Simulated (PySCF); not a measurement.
Compound: H6NSi2 (doublet state).
Geometry (GFN2-xTB, Å), atoms numbered from 1 in this order:
```xyz
9
H6NSi2 angstrom
Si     1.713   -0.244   -0.489
N      0.325    0.524    0.215
Si    -1.349    0.110    0.096
H      1.354   -1.607   -0.850
H      2.815   -0.128    0.464
H      0.535    1.338    0.769
H     -1.639   -1.076    0.911
H     -1.651   -0.177   -1.307
H     -2.090    1.267    0.593
```

The hyperfine couplings belong to this conformer and change with its torsions.

As a line formula: `[SiH2]N[SiH3]` [radical].

Method used: PySCF, UKS B3LYP, pcH-1 on H N Si, non-relativistic, mean-field spin-orbit, GIAO. Geometry: GFN2-xTB, one conformer, isolated molecule. A GFN2-xTB geometry isn't a minimum of the functional, and hyperfine couplings can be far from their values at a DFT geometry, by a factor of two or more for some ions and for spin on atoms past the first row. The SCF solution wasn't tested for stability.

Principal values of hyperfine tensors in MHz (contact, dipolar and spin–orbit terms together), for some of the nuclei:

| atom | isotope | A1 | A2 | A3 |
| --- | --- | --- | --- | --- |
| Si1 | 29Si | -672.52 | -452.08 | -451.12 |
| H5 | 1H | 87.54 | 96.19 | 103.35 |
| H4 | 1H | 68.04 | 76.47 | 84.30 |
| H6 | 1H | -18.21 | -13.23 | 1.90 |
| H7 | 1H | 6.30 | 6.51 | 10.03 |
| H8 | 1H | 4.13 | 4.61 | 8.81 |
| Si3 | 29Si | 0.34 | 2.67 | 3.19 |
| H9 | 1H | -2.23 | -1.86 | 1.75 |

**Question.** Split each tensor into its isotropic and traceless parts, and turn a_iso into mT with g = 2.0029.

**Answer.** a_iso = (A1 + A2 + A3)/3, Ti = Ai − a_iso; 1 mT corresponds to 28.033 MHz. The tensors hold a spin–orbit part: the run splits a_iso into a_FC + a_SO, and T includes its anisotropic share.

```tsv
atom	a_iso (MHz)	a_FC	a_SO	a_iso (mT)	T1	T2	T3
Si1	-525.24	-526.18	0.94	-18.737	-147.28	73.16	74.12
H5	95.69	95.68	0.01	3.414	-8.15	0.50	7.66
H4	76.27	76.26	0.01	2.721	-8.23	0.20	8.03
H6	-9.85	-9.88	0.03	-0.351	-8.36	-3.39	11.75
H7	7.61	7.61	0.00	0.272	-1.32	-1.10	2.42
H8	5.85	5.85	0.00	0.209	-1.72	-1.24	2.96
Si3	2.07	2.06	0.01	0.074	-1.73	0.60	1.12
H9	-0.78	-0.78	0.00	-0.028	-1.45	-1.08	2.53
```

**Question.** What spin density at the nucleus of Si1 lies behind its contact coupling (g_N = -1.11058)?

**Answer.** a_FC = (2μ0/3) gₑ μB g_N μN ρ(0)/(2S·h) = 800.24 MHz × g_N × ρ(0)/(2S), with ρ in bohr⁻³. With a_FC = -526.18 MHz and 2S = 1, ρ(0) = 0.5921 bohr⁻³. The nuclear moment is negative, so coupling and spin density have opposite signs.

**Question.** N2 (14N, g_N = 0.40376) isn't in the table. Its spin density at the nucleus is 0.04071 bohr⁻³. What is its contact coupling?

**Answer.** By the same relation, a_FC = 13.15 MHz. Its full tensor has the principal values 5.94, 6.14, 27.45 MHz.

**Question.** Which nucleus of the table has the largest anisotropic coupling, and what is its form?

**Answer.** Si1: -147.3, 73.2, 74.1 MHz (the dipolar term alone has -146.4, 72.7, 73.6), axial, in the ratio +1:+1:−2, the form that spin in one p orbital centred on that nucleus gives (the nuclear moment is negative).

**Question.** In a single crystal, with the field along each principal axis of the tensor of H4 in turn, what first-order splitting does this nucleus give (isotropic g, quadrupole terms neglected)?

**Answer.** 2 lines (I = 1/2), spaced by |A_i|/(g × 13.996): 2.43, 2.73, 3.01 mT along the axes of A1, A2 and A3.
